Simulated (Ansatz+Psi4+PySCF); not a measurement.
**doublet PO2: levels of theory in one basis**

```xyz
3

P     0.0000    0.0000    0.0000
O     0.0000    1.4030    0.5769
O     0.0000   -1.3106    0.5388
```

Basis set: cc-pVTZ on O; cc-pV(T+d)Z on P (spherical functions). Correlated methods keep 7 orbitals frozen. Correlation on ROHF uses semicanonical orbitals with singles. Charge 0, multiplicity 2.

Computed with Ansatz (development build ahead of 0.2.0) and Psi4 1.11; each method stands on the lowest determinant of its kind that the runs found.

```tsv
method	E − E(ROHF) (eV)	<S²> of the determinant
ROHF	0.00	0.75
UHF	-0.20	0.78
ROHF-MP2	-16.73	–
```

(1) What does UHF-MP2 give on the same scale?

Answers

(1) -16.63 eV.
